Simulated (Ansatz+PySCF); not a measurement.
Two shapes of singlet NH4(+).

Shape 1:

```xyz
5

N     0.0000    0.0000    0.0000
H     0.5945    0.5945    0.5945
H     0.5945   -0.5945   -0.5945
H    -0.5945    0.5945   -0.5945
H    -0.5945   -0.5945    0.5945
```

Shape 2:

```xyz
5

N     0.0000    0.0000    0.0000
H     0.6420    0.6420    0.6420
H     0.6420   -0.6420   -0.6420
H    -0.6420    0.6420   -0.6420
H    -0.6420   -0.6420    0.6420
```

Basis set: def2-SVP (spherical functions). Frozen core: 1 orbital. Charge 1, multiplicity 1.

Computed with Ansatz (development build ahead of 0.2.0); each method stands on the lowest determinant of its kind that the runs found.

Question: Which shape is lower in energy, and by how much in each method?

Answer:

```
     method  E(2) − E(1) (eV)
        UHF             0.696
    RHF-MP2             0.504
   RHF-CCSD             0.496
   UHF-CCSD             0.496
RHF-CCSD(T)             0.481
```

Shape 1 is lower.
